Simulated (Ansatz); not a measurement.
# CH5Si radical: a short trajectory

Aim: follow the atoms for 30 steps of 0.25 fs at constant energy, with velocities drawn for 100 K.

Program: Ansatz 0.2.0, Gaussian basis. Level of theory: PBE0-D4/6-31G, unrestricted. These are calculated values, not measurements.

**1. The system as given**

7 atoms, charge 0, spin multiplicity 2.

Atoms are counted from 1 here; the program's logs count them from 0.

Bond lengths: C1–Si2 1.894 Å, C1–H3 1.089 Å, C1–H4 1.087 Å, C1–H5 1.087 Å, Si2–H6 1.458 Å, Si2–H7 1.458 Å. Angles: Si2–C1–H3 110.9°, Si2–C1–H4 111.5°, Si2–C1–H5 111.4°, H3–C1–H4 107.6°, H3–C1–H5 107.6°, H4–C1–H5 107.7°, C1–Si2–H6 113.0°, C1–Si2–H7 113.1°, H6–Si2–H7 113.0°.

As a file:

```xyz
7
CH5Si
C    -0.12326   -0.80794    0.08950
Si    0.17796    1.05397    0.26219
H    -0.20707   -1.09176   -0.95880
H     0.69035   -1.38449    0.52123
H    -1.04188   -1.10943    0.58527
H    -0.94783    1.85864   -0.19601
H     1.45172    1.48101   -0.30339
```

**2. The run**

md/in.yaml

```yaml
crystal:
  periodic: [false, false, false]
  atoms:
    - {symbol: C, position_ang: [-0.123260, -0.807940, 0.089500]}
    - {symbol: Si, position_ang: [0.177960, 1.053970, 0.262190]}
    - {symbol: H, position_ang: [-0.207070, -1.091760, -0.958800]}
    - {symbol: H, position_ang: [0.690350, -1.384490, 0.521230]}
    - {symbol: H, position_ang: [-1.041880, -1.109430, 0.585270]}
    - {symbol: H, position_ang: [-0.947830, 1.858640, -0.196010]}
    - {symbol: H, position_ang: [1.451720, 1.481010, -0.303390]}
basis:
  gaussian: {orbitals: 6-31G}
magnetization: {spin_polarized: true, initial_magnetization: 1}
hamiltonian: {xc: pbe0, dispersion: d4}
md: {n_steps: 30, timestep: 0.25, temperature: 100, ensemble: nve, seed: 905, initial_velocities: maxwell_boltzmann}
```

Run with:

```sh
ansatz run in.yaml --threads 2 --pin off --events-out ev --progress --plain --max-ram 3481MiB
```

What does the calculation give? Wanted: temperature at the start; mean temperature, second half; lowest and highest potential energy, from the first frame; largest change of potential + kinetic.

**Answer**, as computed:

```
                                                 quantity             value
                                                   length  30 steps, 7.5 fs
                                 temperature at the start             100 K
                            mean temperature, second half              62 K
lowest and highest potential energy, from the first frame    -22 and 55 meV
                    largest change of potential + kinetic           0.1 meV
```

In words: With no thermostat the total energy should stay fixed; it holds within 0.1 meV, small beside the kinetic energy, so the time step serves. The instant temperature ranges from 15 to 133 K, as energy passes between motion and strain. No bond breaks or forms, judged by distance.
